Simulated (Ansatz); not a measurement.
For Zr (model structure, started from the beta-Sn type, I4₁/amd, No. 141, 2 atoms in the cell), PBEsol in Ansatz (PAW) gives:

```
Item                  Result
-------------------  -------
lattice constant a   5.459 Å
lattice parameter c  3.023 Å
```

Problem. What does r²SCAN (PAW; Ansatz, a first-principles code) give for the same quantities?

Solution. 
- lattice constant a: 5.511 Å (grows by 1.0 %)
- lattice parameter c: 3.081 Å (increases by 1.9 %)

Changes are worked out from the printed values.

Unless a cell is named, each level is at its own relaxed cell (PBEsol 22.52, r²SCAN 23.39 Å³/atom).

Ansatz's density-functional and Hartree–Fock values are scalar-relativistic unless marked +SOC, with PAW data made under PBE.

A model structure was made by putting elements into a prototype or built by hand; it is no filed structure, need not be a known phase, and can be a saddle point held by its symmetry.
